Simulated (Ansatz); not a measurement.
# AlH4: the cost of one run

Method: the settings change from run to run; program: Ansatz 0.2.0, Gaussian basis.

27 further runs of the same task are left out: 8 for a known fault of the program, 4 for a mislabelled method, 10 that didn't finish, 5 set aside as unsound or not needed.

## 1. What is computed

The geometry derives from a PBE0/def2-TZVP stationary point (not a proven minimum). One bond is set to the value named and the two fragments are kept rigid.

5 atoms, charge 0, spin multiplicity 2.

Atoms are counted from 1 here; the program's logs count them from 0.

Bond lengths: Al1–H4 1.595 Å, Al1–H5 1.595 Å, H2–H3 0.698 Å. Angles: H4–Al1–H5 120.0°.

Coordinates:

```
Al   -0.06209    0.00012   -0.13285
H     0.44650    0.00177    1.98569
H    -0.25092   -0.00798    1.95893
H     0.73108    1.38328   -0.18888
H     0.73539   -1.38016   -0.19938
```

## 2. CCSDT/6-31G

in.yaml

```yaml
crystal:
  periodic: [false, false, false]
  atoms:
    - {symbol: Al, position_ang: [-0.062089, 0.000116, -0.132854]}
    - {symbol: H, position_ang: [0.446500, 0.001771, 1.985686]}
    - {symbol: H, position_ang: [-0.250918, -0.007981, 1.958927]}
    - {symbol: H, position_ang: [0.731079, 1.383279, -0.188883]}
    - {symbol: H, position_ang: [0.735390, -1.380160, -0.199376]}
basis:
  gaussian: {orbitals: 6-31G}
magnetization: {spin_polarized: true, initial_magnetization: 1}
hamiltonian: {xc: {name: B3LYP}}
correlation: {method: ccsdt, electrons: all}
scf: {lower_state_search: light}
output: {forces: true}
```

Run with:

```sh
ansatz run in.yaml --threads 1 --pin off --events-out ev --progress --plain --max-ram 2393MiB
```

Q: Estimate wall time and peak memory on 1 thread of Arm Neoverse V1, shared host.

About 15 s, with a peak of 0.36 GiB.
